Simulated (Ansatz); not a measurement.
# BH₅S (SMILES [BH3-][SH2+]): one structure at several levels

A test off equilibrium: a structure displaced at random from a GFN2-xTB minimum is computed at several levels, and each is set against CCSD(T).

Method: single points in def2-TZVPP; program: Ansatz 0.2.0, Gaussian basis.

Correlated methods freeze the cores.

**1. The starting structure**

SMILES `[BH3-][SH2+]`, 7 atoms, charge 0, spin multiplicity 1.

Atoms are counted from 1 here; the program's logs count them from 0.

Bond lengths: B1–S2 2.009 Å, B1–H3 1.157 Å, B1–H4 0.894 Å, B1–H5 1.264 Å, S2–H6 1.271 Å, S2–H7 1.206 Å. Angles: S2–B1–H3 102.6°, S2–B1–H4 107.2°, S2–B1–H5 101.1°, H3–B1–H4 115.2°, H3–B1–H5 103.5°, H4–B1–H5 124.3°, B1–S2–H6 92.6°, B1–S2–H7 93.9°, H6–S2–H7 96.9°.

Geometry (Å):

```xyz
7
BH5S
B    -0.4660   -0.4769   -0.3749
S     0.6091    1.0705    0.3213
H    -1.5477   -0.0681   -0.3433
H    -0.3060   -1.1730    0.1622
H    -0.1734   -0.4426   -1.6037
H     0.1710    0.9186    1.5049
H     1.6156    0.4189    0.4550
```

**2. CCSD(T)/def2-TZVPP**

File run/in.yaml:

```yaml
crystal:
  periodic: [false, false, false]
  atoms:
    - {symbol: B, position_ang: [-0.466000, -0.476900, -0.374900]}
    - {symbol: S, position_ang: [0.609100, 1.070500, 0.321300]}
    - {symbol: H, position_ang: [-1.547700, -0.068100, -0.343300]}
    - {symbol: H, position_ang: [-0.306000, -1.173000, 0.162200]}
    - {symbol: H, position_ang: [-0.173400, -0.442600, -1.603700]}
    - {symbol: H, position_ang: [0.171000, 0.918600, 1.504900]}
    - {symbol: H, position_ang: [1.615600, 0.418900, 0.455000]}
basis:
  gaussian: {orbitals: def2-TZVPP}
correlation: {method: ccsd_t}
output: {forces: true}
```

The command line of these runs was not kept.

**3. PBE0-D4/def2-TZVPP**

Edit run/in.yaml of step 2 so:

```diff
@@ -12,3 +12,3 @@
   gaussian: {orbitals: def2-TZVPP}
-correlation: {method: ccsd_t}
-output: {forces: true}
+hamiltonian: {xc: pbe0, dispersion: d4}
+output: {forces: true, orbitals: {seedname: orbitals}}
```

**4. wB97M-V/def2-TZVPP**

Edit run/in.yaml of step 3 so:

```diff
@@ -12,3 +12,3 @@
   gaussian: {orbitals: def2-TZVPP}
-hamiltonian: {xc: pbe0, dispersion: d4}
-output: {forces: true, orbitals: {seedname: orbitals}}
+hamiltonian: {xc: {name: wB97M-V}}
+output: {forces: true}
```

**5. r2SCAN-D4/def2-TZVPP**

Edit run/in.yaml of step 4 so:

```diff
@@ -12,3 +12,3 @@
   gaussian: {orbitals: def2-TZVPP}
-hamiltonian: {xc: {name: wB97M-V}}
+hamiltonian: {xc: r2scan, dispersion: d4}
 output: {forces: true}
```

**6. PBE-D4/def2-TZVPP**

Edit run/in.yaml of step 5 so:

```diff
@@ -12,3 +12,3 @@
   gaussian: {orbitals: def2-TZVPP}
-hamiltonian: {xc: r2scan, dispersion: d4}
+hamiltonian: {xc: pbe, dispersion: d4}
 output: {forces: true}
```

**7. r2SCANh-D4/def2-TZVPP**

Edit run/in.yaml of step 6 so:

```diff
@@ -12,3 +12,3 @@
   gaussian: {orbitals: def2-TZVPP}
-hamiltonian: {xc: pbe, dispersion: d4}
+hamiltonian: {xc: {name: r2SCANh}, dispersion: d4}
 output: {forces: true}
```

**8. r2SCAN0-D4/def2-TZVPP**

Edit run/in.yaml of step 7 so:

```diff
@@ -12,3 +12,3 @@
   gaussian: {orbitals: def2-TZVPP}
-hamiltonian: {xc: {name: r2SCANh}, dispersion: d4}
+hamiltonian: {xc: {name: r2SCAN0}, dispersion: d4}
 output: {forces: true}
```

(Steps that only read results are left out.)

Before running it: what results should come out? Wanted: energy less free atoms, CCSD(T)/def2-TZVPP; RMS force component; RMS force error; HOMO and LUMO, PBE0-D4; T1 diagnostic.

The runs gave:

| quantity | value |
| --- | --- |
| energy less free atoms, CCSD(T)/def2-TZVPP | -17.922 eV |
| RMS force component | 5.318 to 5.397 eV/Å over the methods |
| RMS force error | PBE0-D4 0.111, wB97M-V 0.083, r2SCAN-D4 0.101, PBE-D4 0.213, r2SCANh-D4 0.083, r2SCAN0-D4 0.078 eV/Å |
| HOMO and LUMO, PBE0-D4 | -7.95 and 0.08 eV |
| T1 diagnostic | 0.010 |

In words: Against CCSD(T) the functionals' energies less atoms differ by -0.694 to -0.407 eV, PBE-D4 by -0.501 eV. The reference is not at the basis limit: in triple zeta CCSD(T) underbinds, which counts against methods that bind more; the gaps are no ranking. The forces of r2SCAN0-D4 come nearest to CCSD(T), those of PBE-D4 are farthest. Frozen-core CCSD(T) forces in triple zeta carry basis errors of their own, and this is one geometry, so small gaps rank nothing.
